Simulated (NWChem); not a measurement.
System: C3H7Cl; SMILES C(CC)Cl

Input file for NWChem:

```
start job
memory heap 200 mb stack 900 mb global 1100 mb
geometry units angstroms noautosym nocenter noautoz
  C     -0.790821    -1.749335     0.142086
  C      0.510567    -1.147553    -0.360846
  C      0.893354     0.158830     0.303890
  Cl    -0.295859     1.463295    -0.020850
  H     -0.741161    -1.967507     1.221125
  H     -1.020912    -2.690102    -0.379535
  H     -1.629248    -1.055917    -0.020928
  H      0.461419    -0.988387    -1.450955
  H      1.345484    -1.850507    -0.189361
  H      0.950452     0.054851     1.397497
  H      1.862200     0.526322    -0.060731
end
basis spherical
  C library def2-svp
  Cl library def2-svp
  H library def2-svp
end
dft
  xc b3lyp
  iterations 150
  mulliken
end
task dft energy
esp
  recalculate
  probe 0.07
  range 0.3
  factor 1.0
  spacing 0.02
end
task esp
```

Output (shortened):

```
             Northwest Computational Chemistry Package (NWChem) 7.3.0
             --------------------------------------------------------

                             Geometry "geometry" -> ""
                             -------------------------

 Output coordinates in angstroms (scale by  1.889725989 to convert to a.u.)

  No.       Tag          Charge          X              Y              Z
 ---- ---------------- ---------- -------------- -------------- --------------
    1 C                    6.0000    -0.79082100    -1.74933500     0.14208600
    2 C                    6.0000     0.51056700    -1.14755300    -0.36084600
    3 C                    6.0000     0.89335400     0.15883000     0.30389000
    4 Cl                  17.0000    -0.29585900     1.46329500    -0.02085000
    5 H                    1.0000    -0.74116100    -1.96750700     1.22112500
    6 H                    1.0000    -1.02091200    -2.69010200    -0.37953500
    7 H                    1.0000    -1.62924800    -1.05591700    -0.02092800
    8 H                    1.0000     0.46141900    -0.98838700    -1.45095500
    9 H                    1.0000     1.34548400    -1.85050700    -0.18936100
   10 H                    1.0000     0.95045200     0.05485100     1.39749700
   11 H                    1.0000     1.86220000     0.52632200    -0.06073100

 Effective nuclear repulsion energy (a.u.)     162.6948465483

                                 NWChem DFT Module
                                 -----------------

 Summary of "ao basis" -> "ao basis" (spherical)
 ------------------------------------------------------------------------------
       Tag                 Description            Shells   Functions and Types
 ---------------- ------------------------------  ------  ---------------------
 C                          def2-svp                 6       14   3s2p1d
 Cl                         def2-svp                 8       18   4s3p1d
 H                          def2-svp                 3        5   2s1p

            General Information
            -------------------
          SCF calculation type: DFT
          Wavefunction type:  closed shell.
          No. of atoms     :    11
          No. of electrons :    42
           Alpha electrons :    21
            Beta electrons :    21
          Charge           :     0
          Spin multiplicity:     1
          Use of symmetry is: off; symmetry adaption is: off
          Maximum number of iterations: 150
          AO basis - number of functions:    95
                     number of shells:    47
          Convergence on energy requested:  1.00D-06
          Convergence on density requested:  1.00D-05
          Convergence on gradient requested:  5.00D-04

              XC Information
              --------------
                         B3LYP Method XC Potential
                     Hartree-Fock (Exact) Exchange  0.200
                        Slater Exchange Functional  0.800 local
                    Becke 1988 Exchange Functional  0.720 non-local
              Lee-Yang-Parr Correlation Functional  0.810
                  VWN I RPA Correlation Functional  0.190 local

             Grid Information
             ----------------
          Grid used for XC integration:  medium
          Radial quadrature: Mura-Knowles
          Angular quadrature: Lebedev.
          Tag              B.-S. Rad. Rad. Pts. Rad. Cut. Ang. Pts.
          ---              ---------- --------- --------- ---------
          C                   0.70       49          10.0       434
          Cl                  1.00       88          11.0       590
          H                   0.35       45          11.0       434
          Grid pruning is: on
          Number of quadrature shells:   550
          Spatial weights used:  Erf1

      Superposition of Atomic Density Guess
      -------------------------------------

 Sum of atomic energies:        -575.69290384

      Non-variational initial energy
      ------------------------------

 Total energy =    -578.017766
 1-e energy   =   -1112.499935
 2-e energy   =     371.787322
 HOMO         =      -0.364592
 LUMO         =       0.081980

     ---------------------------------------------
      Total Density - Mulliken Population Analysis
     ---------------------------------------------

    Atom       Charge   Shell Charges
 -----------   ------   -------------------------------------------------------
    1 C    6     6.28   1.99  0.96  0.20  2.06  1.05  0.02
    2 C    6     6.22   1.99  0.96  0.20  2.01  1.02  0.04
    3 C    6     5.90   1.99  0.95  0.22  1.78  0.93  0.04
    4 Cl  17    17.30   2.00  1.99  1.22  0.72  5.94  2.14  3.26  0.02
    5 H    1     0.90   0.67  0.20  0.02
    6 H    1     0.89   0.67  0.20  0.02
    7 H    1     0.90   0.67  0.21  0.03
    8 H    1     0.90   0.68  0.20  0.02
    9 H    1     0.89   0.67  0.20  0.02
   10 H    1     0.91   0.69  0.20  0.02
   11 H    1     0.90   0.68  0.19  0.02

   convergence    iter        energy       DeltaE   RMS-Dens  Diis-err
 ---------------- ----- ----------------- --------- --------- ---------
 d= 0,ls=0.0,diis     1   -578.4763886185 -7.41D+02  8.64D-03  3.98D-01
 d= 0,ls=0.0,diis     2   -578.4889343140 -1.25D-02  5.42D-03  2.59D-01
 d= 0,ls=0.0,diis     3   -578.5163447752 -2.74D-02  1.64D-03  4.69D-02
 d= 0,ls=0.0,diis     4   -578.5224454380 -6.10D-03  1.91D-04  3.91D-04
 d= 0,ls=0.0,diis     5   -578.5224881339 -4.27D-05  5.71D-05  3.87D-05
  Resetting Diis
 d= 0,ls=0.0,diis     6   -578.5224927906 -4.66D-06  1.62D-05  3.36D-06
 d= 0,ls=0.0,diis     7   -578.5224932399 -4.49D-07  3.28D-06  4.56D-08

         Total DFT energy =     -578.522493239860
      One electron energy =    -1116.474731399215
           Coulomb energy =      422.405290189545
    Exchange-Corr. energy =      -47.147898578504
 Nuclear repulsion energy =      162.694846548314

 Numeric. integr. density =       41.999985714027

                       DFT Final Molecular Orbital Analysis
                       ------------------------------------

 Vector   19  Occ=2.000000D+00  E=-3.432552D-01
              MO Center=  1.5D-02, -1.1D+00, -1.0D-01, r^2= 3.2D+00
   Bfn.  Coefficient  Atom+Function         Bfn.  Coefficient  Atom+Function
  ----- ------------  ---------------      ----- ------------  ---------------
    81      0.269708   9 H  s                76     -0.245159   8 H  s
    71      0.227320   7 H  s                20      0.207970   2 C  pz
    61     -0.206826   5 H  s                 6     -0.167238   1 C  pz
    19     -0.165487   2 C  py               18      0.161375   2 C  px
    54     -0.156432   4 Cl py               82      0.155095   9 H  s

 Vector   20  Occ=2.000000D+00  E=-2.877545D-01
              MO Center= -1.6D-01,  1.2D+00, -8.5D-03, r^2= 1.9D+00
   Bfn.  Coefficient  Atom+Function         Bfn.  Coefficient  Atom+Function
  ----- ------------  ---------------      ----- ------------  ---------------
    54      0.404564   4 Cl py               55      0.349464   4 Cl pz
    53      0.320452   4 Cl px               51      0.287886   4 Cl py
    52      0.256404   4 Cl pz               50      0.241371   4 Cl px
    48      0.167301   4 Cl py               17      0.159877   2 C  s
    19      0.157669   2 C  py               49      0.148739   4 Cl pz

 Vector   21  Occ=2.000000D+00  E=-2.848674D-01
              MO Center= -1.0D-01,  1.2D+00,  4.3D-02, r^2= 1.8D+00
   Bfn.  Coefficient  Atom+Function         Bfn.  Coefficient  Atom+Function
  ----- ------------  ---------------      ----- ------------  ---------------
    55      0.501853   4 Cl pz               52      0.364152   4 Cl pz
    53     -0.334707   4 Cl px               50     -0.244488   4 Cl px
    49      0.211353   4 Cl pz               54     -0.164611   4 Cl py
    91      0.161236  11 H  s                86     -0.154694  10 H  s
    47     -0.141678   4 Cl px               34     -0.134439   3 C  pz

 Vector   22  Occ=0.000000D+00  E= 4.349261D-02
              MO Center=  6.9D-01,  1.0D-01,  1.9D-01, r^2= 4.9D+00
   Bfn.  Coefficient  Atom+Function         Bfn.  Coefficient  Atom+Function
  ----- ------------  ---------------      ----- ------------  ---------------
    31      1.601749   3 C  s                92     -0.780693  11 H  s
    17      0.751361   2 C  s                87     -0.751205  10 H  s
    77     -0.587418   8 H  s                46     -0.538222   4 Cl s
    53     -0.471961   4 Cl px               36      0.463896   3 C  py
    54      0.449922   4 Cl py               82     -0.446437   9 H  s

 Vector   23  Occ=0.000000D+00  E= 6.152974D-02
              MO Center=  3.8D-01, -8.2D-01,  5.7D-02, r^2= 5.9D+00
   Bfn.  Coefficient  Atom+Function         Bfn.  Coefficient  Atom+Function
  ----- ------------  ---------------      ----- ------------  ---------------
     3      1.168574   1 C  s                17      1.061025   2 C  s
    82     -0.970522   9 H  s                67     -0.742500   6 H  s
    35      0.566209   3 C  px               62     -0.556923   5 H  s
    54     -0.464064   4 Cl py               92     -0.408252  11 H  s
    46      0.372010   4 Cl s                72     -0.333022   7 H  s

 Vector   24  Occ=0.000000D+00  E= 9.212875D-02
              MO Center=  5.1D-01, -7.5D-01,  4.1D-01, r^2= 6.3D+00
   Bfn.  Coefficient  Atom+Function         Bfn.  Coefficient  Atom+Function
  ----- ------------  ---------------      ----- ------------  ---------------
    17      1.375049   2 C  s                87      1.244056  10 H  s
    77     -1.109012   8 H  s                 3     -1.056237   1 C  s
    62      1.050999   5 H  s                92     -0.763265  11 H  s
    37     -0.625511   3 C  pz               31     -0.583003   3 C  s
     9     -0.431913   1 C  pz               35      0.388791   3 C  px

     ---------------------------------------------
      Total Density - Mulliken Population Analysis
     ---------------------------------------------

    Atom       Charge   Shell Charges
 -----------   ------   -------------------------------------------------------
    1 C    6     6.00   1.98  0.91  0.11  2.13  0.84  0.03
    2 C    6     6.01   1.98  0.92  0.11  2.13  0.82  0.04
    3 C    6     5.98   1.99  0.95  0.14  2.06  0.81  0.04
    4 Cl  17    17.18   2.00  1.98  1.26  0.71  5.93  2.16  3.10  0.03
    5 H    1     0.99   0.75  0.22  0.02
    6 H    1     0.98   0.75  0.22  0.02
    7 H    1     0.98   0.74  0.21  0.02
    8 H    1     0.98   0.75  0.21  0.02
    9 H    1     0.99   0.75  0.22  0.02
   10 H    1     0.95   0.75  0.18  0.02
   11 H    1     0.95   0.75  0.18  0.02

     -------------------------------------------
      Total Density - Lowdin Population Analysis
     -------------------------------------------

    Atom       Charge   Shell Charges
 -----------   ------   -------------------------------------------------------
    1 C    6     6.06   1.96  0.58  0.30  1.90  1.24  0.07
    2 C    6     6.06   1.96  0.59  0.29  1.93  1.19  0.09
    3 C    6     6.07   1.96  0.62  0.32  1.85  1.21  0.10
    4 Cl  17    16.98   2.00  1.96  1.04  0.79  5.82  2.28  3.06  0.03
    5 H    1     0.98   0.64  0.27  0.06
    6 H    1     0.97   0.64  0.27  0.06
    7 H    1     0.98   0.64  0.27  0.07
    8 H    1     0.98   0.65  0.26  0.06
    9 H    1     0.97   0.64  0.26  0.06
   10 H    1     0.98   0.65  0.26  0.07
   11 H    1     0.98   0.65  0.26  0.07

     Multipole analysis of the density
     ---------------------------------

     L   x y z        total         alpha         beta         nuclear
     -   - - -        -----         -----         ----         -------
     0   0 0 0     -0.000000    -21.000000    -21.000000     42.000000

     1   1 0 0      0.442868      0.337434      0.337434     -0.232000
     1   0 1 0     -0.560249     -0.730276     -0.730276      0.900303
     1   0 0 1      0.089445     -0.591588     -0.591588      1.272621

     2   2 0 0    -23.674738    -51.535843    -51.535843     79.396948
     2   1 1 0      0.102005     -4.034141     -4.034141      8.170288
     2   1 0 1      0.301359      0.576439      0.576439     -0.851520
     2   0 2 0    -25.563709   -155.122008   -155.122008    284.680308
     2   0 1 1      0.021082     -2.192560     -2.192560      4.406203
     2   0 0 2    -24.228906    -24.965499    -24.965499     25.702092

                     NWChem Electrostatic Potential Fit Module
                     -----------------------------------------

 Atom parameters

 Number of atoms is                                   11
 Number of basis functions is                         95

 Grid parameters

 Maximum number of grid points is                  40331
 Number of grid points is                          40330
 Grid range                                     0.300000 nm
 Grid spacing                                   0.020000 nm
 Probe radius                                   0.070000 nm
 Atom radius factor                             1.000000

 Atomic radii

    1    0.100000
    6    0.147000
   17    0.169000
 FASTESP  F
  using M.O. file = ./job.movecs

    Atom              Coordinates                           Charge

                                                  ESP

    1 C    -0.079082   -0.174934    0.014209   -0.059320
    2 C     0.051057   -0.114755   -0.036085    0.178505
    3 C     0.089335    0.015883    0.030389    0.079621
    4 Cl   -0.029586    0.146330   -0.002085   -0.214760
    5 H    -0.074116   -0.196751    0.122113    0.006837
    6 H    -0.102091   -0.269010   -0.037954    0.007542
    7 H    -0.162925   -0.105592   -0.002093    0.014079
    8 H     0.046142   -0.098839   -0.145096   -0.029668
    9 H     0.134548   -0.185051   -0.018936   -0.045488
   10 H     0.095045    0.005485    0.139750    0.032944
   11 H     0.186220    0.052632   -0.006073    0.029708
                                            ------------
                                               -0.000000

 Dipole moment                                  0.773963

 Quadrupole moment Qxx                          2.121890
                   Qyy                         -4.527365
                   Qzz                          2.405475

 RMS deviation kJ/mol                           0.056622

 RRMS %                                        37.868684
```

Level: B3LYP/def2-SVP. The geometry was optimised at PBE0/def2-SVP.
